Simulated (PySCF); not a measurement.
**Dipole moment and polarisability of trimethylphosphine sulfide**

Trimethylphosphine sulfide, C3H9PS.
Cartesian coordinates in Å at the GFN2-xTB level; atoms count from 1:
```
atom  x, y, z in Å
C1    -0.672    1.500   -0.348
P2     0.159    0.136    0.562
C3     1.555   -0.340   -0.535
C4    -1.015   -1.271    0.418
S5     0.675    0.575    2.380
H6    -0.939    1.203   -1.359
H7    -1.566    1.785    0.205
H8     0.006    2.352   -0.375
H9     2.054   -1.203   -0.096
H10    1.214   -0.577   -1.539
H11    2.261    0.489   -0.567
H12   -1.272   -1.473   -0.619
H13   -1.911   -1.027    0.985
H14   -0.551   -2.149    0.864
```

Level: CAM-B3LYP/def2-SVPD (PySCF), static field, nuclei fixed, core orbitals frozen in the response. The polarisability tensor in these axes (au):

```
x   80.84  0.90  3.72
y    0.90 80.56  3.17
z    3.72  3.17 92.89
```

Task: Give the principal values, the mean and the anisotropy Δα = √{½[(α1 − α2)² + (α2 − α3)² + (α1 − α3)²]}.

Result: Principal values 79.79, 79.80 and 94.71 au; mean 84.76 au = 12.56 Å³ = 13.98 × 10⁻⁴⁰ C²·m²/J; Δα = 14.92 au (18 % of the mean).

Task: What is the dipole moment, and where does it point?

Result: (-1.35, -1.15, -4.75) D, 5.07 D in size, pointing from the negative to the positive side. Measured along this direction, the outermost atoms are S5 at the negative end and H12, H6 and H10 at the positive end.

Task: Molar refractivity from α?

Result: Lorentz–Lorenz: R = (4π/3)N_A α = 2.5225 cm³/(mol·Å³) × 12.56 Å³ = 31.7 cm³/mol, in the limit of long wavelengths.

Task: Rayleigh depolarisation ratio (linearly polarised light, static tensor)?

Result: ρ = 3Δα²/(45ᾱ² + 4Δα²) = 667.4/(323323 + 889.9) = 0.00206.

Task: What would n − 1 = 2πNα be for an ideal gas of these molecules at 350 K and 1 atm, electronic part alone?

Result: N = p/kT = 2.0968 × 10¹⁹ cm⁻³, so n − 1 = 2π × N × 12.56 × 10⁻²⁴ cm³ = 1655 × 10⁻⁶ at long wavelengths, for an ideal gas.

Task: Find the Langevin capture rate constant for NH4+ (18.034 u) meeting this molecule (108.016 u), k = 2.342 × 10⁻⁹ cm³/s × √(α in Å³ / reduced mass in u).

Result: The reduced mass is 15.45 u, so k = 2.11 × 10⁻⁹ cm³/s. The formula leaves out the permanent dipole, which adds to the capture rate.

Task: In a dilute gas of rigid molecules at 298 K, how does the orientational term μ²/3kT compare with the electronic polarisability?

Result: In Gaussian units μ²/3kT = 208.37 Å³ against 12.56 Å³, a ratio of 16.59; the Debye molar polarisation (4π/3)N_A(α + μ²/3kT) is 557.3 cm³/mol, leaving out the vibrational part.

Isolated species at its GFN2-xTB geometry, gas phase.
